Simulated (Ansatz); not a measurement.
# H2MgS: the cost of one run

All numbers below are computed with Ansatz 0.2.0 (RKS LDA/def2-mTZVP).

## Step 1: The structure to begin with

Bond lengths: Mg1–S2 2.489 Å, Mg1–H3 1.705 Å, S2–H4 1.465 Å. Angles: Mg1–S2–H4 91.4°, S2–Mg1–H3 176.8°.

Structure file:

```xyz
4

Mg    0.0000   -0.8623    0.2990
S    -0.6277    1.0588   -1.1543
H     0.3377   -2.1835    1.3220
H     0.3455    1.9267   -0.4870
```

## Step 2: End point A

The input, input.yaml:

```yaml
crystal:
  periodic: [false, false, false]
  atoms:
    - { symbol: Mg, position_ang: [0.0, -0.8623, 0.299] }
    - { symbol: S, position_ang: [-0.6277, 1.0588, -1.1543] }
    - { symbol: H, position_ang: [0.3377, -2.1835, 1.322] }
    - { symbol: H, position_ang: [0.3455, 1.9267, -0.487] }
basis:
  gaussian: { orbitals: def2-mTZVP }
hamiltonian:
  xc: lda
relax:
  f_tol: 0.02
  max_steps: 50
output:
  orbitals: {}
```

Started as:

```bash
> ansatz run input.yaml --threads 1 --pin off --max-ram 2048MiB --backend cpu --events-out ev --progress --plain --runs-dir out
```

**Question.** How long does this run take on 1 thread of Arm Neoverse V2, shared host, and how much memory does it need?

About 2.3 s, with a peak of 0.1 GiB.
